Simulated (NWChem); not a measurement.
All runs are NWChem calculations. System: ClNa, charge 0, spin multiplicity 1, at a geometry optimised with B3LYP/def2-SVP. The structure started from a generated list of species. Level: TD-B3LYP/6-31G* (spherical d), VWN1-RPA local correlation.

Part of the output:

```
             Northwest Computational Chemistry Package (NWChem) 7.3.0
             --------------------------------------------------------

                                NWChem Input Module
                                -------------------

 Scaling coordinates for geometry "geometry" by  1.889725989
 (inverse scale =  0.529177249)

                             Geometry "geometry" -> ""
                             -------------------------

 Output coordinates in angstroms (scale by  1.889725989 to convert to a.u.)

  No.       Tag          Charge          X              Y              Z
 ---- ---------------- ---------- -------------- -------------- --------------
    1 Na                  11.0000     0.00000000     0.00000000    -1.42093700
    2 Cl                  17.0000     0.00000000     0.00000000     0.91943000

 Effective nuclear repulsion energy (a.u.)      42.2823196375

            Nuclear Dipole moment (a.u.)
            ----------------------------
        X                 Y               Z
 ---------------- ---------------- ----------------
     0.0000000000     0.0000000000     0.0000056692


 Summary of "ao basis" -> "" (spherical)
 ------------------------------------------------------------------------------
       Tag                 Description            Shells   Functions and Types
 ---------------- ------------------------------  ------  ---------------------
 *                           6-31g*                   on all atoms

                                 NWChem DFT Module
                                 -----------------

 Summary of "ao basis" -> "ao basis" (spherical)
 ------------------------------------------------------------------------------
       Tag                 Description            Shells   Functions and Types
 ---------------- ------------------------------  ------  ---------------------
 Na                          6-31g*                  8       18   4s3p1d
 Cl                          6-31g*                  8       18   4s3p1d

 Summary of "ao basis" -> "ao basis" (spherical)
 ------------------------------------------------------------------------------
       Tag                 Description            Shells   Functions and Types
 ---------------- ------------------------------  ------  ---------------------
 Na                          6-31g*                  8       18   4s3p1d
 Cl                          6-31g*                  8       18   4s3p1d
[...]
     Transition Moments   YY  2.50998  YZ -0.00000  ZZ  1.80875
     Dipole Oscillator Strength                    0.1258522701
     Electric Quadrupole                           0.0000000082
     Magnetic Dipole                               0.0000000000
     Total Oscillator Strength                     0.1258522784

          sigma_e =   3.4097 Angstrom
          sigma_h =   1.1769 Angstrom
         |d_h->e| =   2.5286 Angstrom
            d_exc =   4.4008 Angstrom
            d_CD1 =   4.7614 Angstrom
            d_CD2 =   0.2353 Angstrom
            d_CD3 =   6.9294 Angstrom
     Pearson C.C. =   0.0047

     Occ.   12  a   ---  Virt.   15  a    0.17766 X
     Occ.   12  a   ---  Virt.   18  a   -0.08951 X
     Occ.   12  a   ---  Virt.   19  a    0.05296 X
     Occ.   12  a   ---  Virt.   22  a   -0.07570 X
     Occ.   13  a   ---  Virt.   16  a   -0.68991 X
     Occ.   14  a   ---  Virt.   17  a   -0.68991 X
  ----------------------------------------------------------------------------
  Root   8 singlet a              0.212849810 a.u.                5.7919 eV
  ----------------------------------------------------------------------------
     Transition Moments    X -0.26787   Y -0.24484   Z  0.00000
     Transition Moments   XX -0.00000  XY  0.00000  XZ  1.22861
     Transition Moments   YY -0.00000  YZ  1.12298  ZZ -0.00000
     Dipole Oscillator Strength                    0.0186887369
     Electric Quadrupole                           0.0000001423
     Magnetic Dipole                               0.0000000087
     Total Oscillator Strength                     0.0186888879

          sigma_e =   3.2954 Angstrom
          sigma_h =   1.2347 Angstrom
         |d_h->e| =   2.3172 Angstrom
            d_exc =   4.2151 Angstrom
            d_CD1 =   4.3780 Angstrom
            d_CD2 =   0.0522 Angstrom
            d_CD3 =   6.5323 Angstrom
     Pearson C.C. =  -0.0016

     Occ.   12  a   ---  Virt.   16  a   -0.97335 X
     Occ.   13  a   ---  Virt.   18  a   -0.22354 X
  ----------------------------------------------------------------------------
  Root   9 singlet a              0.212849815 a.u.                5.7919 eV
  ----------------------------------------------------------------------------
     Transition Moments    X  0.24484   Y -0.26787   Z -0.00000
     Transition Moments   XX  0.00000  XY -0.00000  XZ -1.12298
     Transition Moments   YY  0.00000  YZ  1.22861  ZZ  0.00000
     Dipole Oscillator Strength                    0.0186888224
     Electric Quadrupole                           0.0000001423
     Magnetic Dipole                               0.0000000087
     Total Oscillator Strength                     0.0186889734

          sigma_e =   3.2955 Angstrom
          sigma_h =   1.2347 Angstrom
         |d_h->e| =   2.3172 Angstrom
            d_exc =   4.2151 Angstrom
            d_CD1 =   4.3780 Angstrom
            d_CD2 =   0.0522 Angstrom
            d_CD3 =   6.5323 Angstrom
     Pearson C.C. =  -0.0016

     Occ.   12  a   ---  Virt.   17  a    0.97335 X
     Occ.   14  a   ---  Virt.   18  a    0.22354 X
  ----------------------------------------------------------------------------
  Root  10 singlet a              0.221472931 a.u.                6.0266 eV
  ----------------------------------------------------------------------------
     Transition Moments    X -0.54317   Y  0.57879   Z -0.00000
     Transition Moments   XX  0.00000  XY -0.00000  XZ -0.62023
     Transition Moments   YY  0.00000  YZ  0.66090  ZZ  0.00000
     Dipole Oscillator Strength                    0.0930226710
     Electric Quadrupole                           0.0000000475
     Magnetic Dipole                               0.0000001441
     Total Oscillator Strength                     0.0930228627

          sigma_e =   3.7099 Angstrom
          sigma_h =   1.1772 Angstrom
         |d_h->e| =   1.7658 Angstrom
            d_exc =   4.2723 Angstrom
            d_CD1 =   4.2984 Angstrom
            d_CD2 =  -0.6778 Angstrom
            d_CD3 =   6.0381 Angstrom
     Pearson C.C. =   0.0017

     Occ.   12  a   ---  Virt.   17  a   -0.22486 X
     Occ.   14  a   ---  Virt.   18  a    0.97022 X
     Occ.   14  a   ---  Virt.   19  a    0.07686 X

              Target root =      1
          Target symmetry = none
      Ground state energy =   -622.556841464854
        Excitation energy =      0.119681917741
     Excited state energy =   -622.437159547113

  stored tddft:energy   -622.43715954711297

 Task  times  cpu:       13.8s     wall:       13.8s

 Total times  cpu:       13.9s     wall:       13.9s
```

Question: Write an NWChem input that would produce this output.

Answer: This is not unique; one that fits is 
```
start mol
memory heap 200 mb stack 900 mb global 1100 mb
geometry units angstroms nocenter noautoz noautosym
  Na     0.000000     0.000000    -1.420937
  Cl     0.000000     0.000000     0.919430
end
basis spherical
  * library 6-31g*
end
dft
  xc b3lyp
  semidirect memsize 60000000 filesize 0
  iterations 100
end
tddft
  rpa
  nroots 10
  notriplet
end
task tddft energy
```
